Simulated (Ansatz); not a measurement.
# SiH4 (singlet): the correlation ladder at distance Si1–H5 = 1.165 Å, 6-31G

Aim: climb from Hartree-Fock through coupled cluster and multireference methods for SiH4 (singlet) at one geometry and basis, and see what each rung misses.

Method: 6-31G, core rule «outside noble gas», up to 5 orbitals frozen; program: Ansatz 0.2.0, Gaussian basis.

To be run: UHF; CCSD(T) on RHF; BCCD(T) on RHF; CISD; CCSDT(Q) on RHF; CISDTQ; CCSDTQ on RHF; CASSCF and MRCISD+Q, 2 electrons in 2 orbitals; CASSCF and NEVPT2, 2 electrons in 2 orbitals; CASSCF and MRCISD+Q, 8 electrons in 8 orbitals; CASSCF and NEVPT2, 8 electrons in 8 orbitals; Full CI.

22 further runs of the same task are left out: 18 that didn't finish, 4 set aside as unsound or not needed.

### 1 What is computed

The geometry derives from a PBE0/def2-TZVP stationary point (not a proven minimum). One bond is set to the value named and the two fragments are kept rigid.

5 atoms, charge 0, spin multiplicity 1.

Atoms are counted from 1 here; the program's logs count them from 0.

Bond lengths: Si1–H2 1.485 Å, Si1–H3 1.485 Å, Si1–H4 1.485 Å, Si1–H5 1.165 Å. Angles: H2–Si1–H3 109.5°, H2–Si1–H4 109.5°, H2–Si1–H5 109.5°, H3–Si1–H4 109.5°, H3–Si1–H5 109.5°, H4–Si1–H5 109.5°.

### 2 UHF

in.yaml reads:

```yaml
crystal:
  periodic: [false, false, false]
  atoms:
    - {symbol: Si, position_ang: [0.005800, -0.005809, -0.005764]}
    - {symbol: H, position_ang: [0.861649, 0.852935, 0.851067]}
    - {symbol: H, position_ang: [-0.853751, -0.860235, 0.851681]}
    - {symbol: H, position_ang: [-0.848931, 0.849726, -0.866912]}
    - {symbol: H, position_ang: [0.679424, -0.680550, -0.675226]}
basis:
  gaussian: {orbitals: 6-31G}
magnetization: {spin_polarized: true, initial_magnetization: 0}
hamiltonian: {xc: hf}
output: {orbitals: {seedname: orbitals}}
```

Run with:

```bash
$ ansatz run in.yaml --threads 1 --pin off --events-out ev --progress --plain --max-ram 2393MiB
```

The runs that follow: CCSD(T) on RHF; BCCD(T) on RHF; CISD; CCSDT(Q) on RHF; CISDTQ; CCSDTQ on RHF; CASSCF and MRCISD+Q, 2 electrons in 2 orbitals; CASSCF and NEVPT2, 2 electrons in 2 orbitals; CASSCF and MRCISD+Q, 8 electrons in 8 orbitals; CASSCF and NEVPT2, 8 electrons in 8 orbitals; Full CI.

Q: Predict the results of all the runs planned. Wanted: FCI below the RHF energy; RMP2 from FCI; RCCSD from FCI; RCCSD(T) from FCI; RCCSDT(Q) from FCI; NEVPT2 pair from FCI; MRCISD+Q pair from FCI; NEVPT2 valence from FCI; T1 diagnostic.

The runs gave:

| quantity | value |
| --- | --- |
| FCI below the RHF energy | -2.2475 eV |
| RMP2 from FCI | +14.53 kcal/mol |
| RCCSD from FCI | +0.66 kcal/mol |
| RCCSD(T) from FCI | +0.18 kcal/mol |
| RCCSDT(Q) from FCI | 0.00 kcal/mol |
| NEVPT2 pair from FCI | +12.28 kcal/mol |
| MRCISD+Q pair from FCI | -0.14 kcal/mol |
| NEVPT2 valence from FCI | +4.21 kcal/mol |
| levels within 1 kcal/mol (43 meV) | RCCSD, RCCSD(T), BCCD(T), RCCSDT, CISDTQ, RCCSDT(Q), RCCSDTQ, MRCISD+Q pair, MRCISD valence, MRCISD+Q valence |
| T1 diagnostic | 0.008 |
| effectively unpaired electrons | 0.02 |

**Reading.** RCCSD(T) misses by +0.18 kcal/mol, 0.4 % of the correlation energy. MRCISD+Q pair falls below full CI: the +Q correction isn't variational, and the cores differ from full CI's. One determinant dominates. Of the multireference levels listed MRCISD+Q pair comes nearest in total energy (-0.14 kcal/mol), which doesn't show that its space is the better one. These misses are within one basis, not against nature.
